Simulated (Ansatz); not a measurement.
SiF⁺, triplet: the ladder up to full CI

Geometry: a PBE0/def2-TZVP stationary point for this spin.

```xyz
2

Si    0.0000    0.0000    0.0000
F     0.0000    0.0000    1.5548
```

Basis 6-31G; Ansatz 0.2.0. Only valence electrons are correlated (noble-gas cores frozen), which leaves 10 electrons in 16 orbitals. Prefix R: restricted or restricted open-shell reference; prefix U: unrestricted. Active spaces: pair = (4e, 4o) about the gap; valence = (10e, 8o) chosen from the atoms' valence shells.

Full CI is exact within this basis and frozen core; it isn't the basis-set limit. The frozen core follows each run's orbitals, which can shift R against U totals by a few meV.

For open shells CISD and CISDTQ are restricted-active-space CI with the open shells as a complete middle space.

The UHF ⟨S²⟩ is 2.004. The T1 diagnostic (RCCSD) is 0.0280. The largest doubles amplitude (RCCSD) is 0.040 and the T1 diagnostic (UCCSD) is 0.0243.

```csv
level,E − E(RHF) (eV)
UHF,-0.0332
RMP2,-3.9779
UMP2,-3.9871
RCCSD,-4.0067
UCCSD,-4.0075
RCCSD(T),-4.0959
UCCSD(T),-4.0963
```

Task: Estimate how far full CI in 6-31G lies from RCCSD(T). The table doesn't fix it; the size of (T) and the diagnostics are the guide.

Result: Full CI in 6-31G lies 0.51 kcal/mol below RCCSD(T), which is 25 % of the (T) step (-2.06 kcal/mol). The diagnostics are small and one determinant leads, so the series closes fast and only a small part of (T) is left.

The other levels:

```csv
level,E − E(full CI) (kcal/mol),share of correlation (%),wall time
CISD,5.98,93.71,0.67 s
BCCD(T),0.42,99.55,0.84 s
RCCSDT,0.21,99.78,–
UCCSDT,0.20,99.79,–
CISDTQ,0.20,99.79,4.7 s
RCCSDT(Q),0.02,99.98,3.4 s
UCCSDT(Q),-0.11,100.11,3 s
RCCSDTQ,-0.01,100.01,28 s
UCCSDTQ,-0.03,100.03,27 s
CASSCF (valence space),54.36,42.76,–
NEVPT2 (valence space),7.96,91.62,1.8 s
MRCISD (valence space),2.42,97.46,–
MRCISD+Q (valence space),1.15,98.79,2.4 s
MRCISD+Q(relaxed) (valence space),0.14,99.85,2.8 s
```

The correlation energy at full CI, counted from RHF, is -4.118 eV. That run took 30 s on 1 thread of Arm Neoverse V2, shared host over 4,769,856 determinants.

Run but not shown, since their state, orbitals or frozen core can't be matched to the reference's or they repeat it: CASSCF (pair space), NEVPT2 (pair space), MRCISD (pair space), MRCISD+Q (pair space).

Times hold each run's SCF and search for its determinant on a shared host, so for small cases they say little of a method's own cost; they ran on 1 thread of Arm Neoverse V2. Some runs computed forces too.

The full-CI state has the irrep B1 of C2v, in the program's axes (one component, if the state is degenerate).

Natural occupations of full CI about the gap: 1.980 1.965 1.961 1.003 1.002 0.033 0.028 0.015 0.009 0.006; effectively unpaired electrons, Σ n²(2−n)², 2.02.
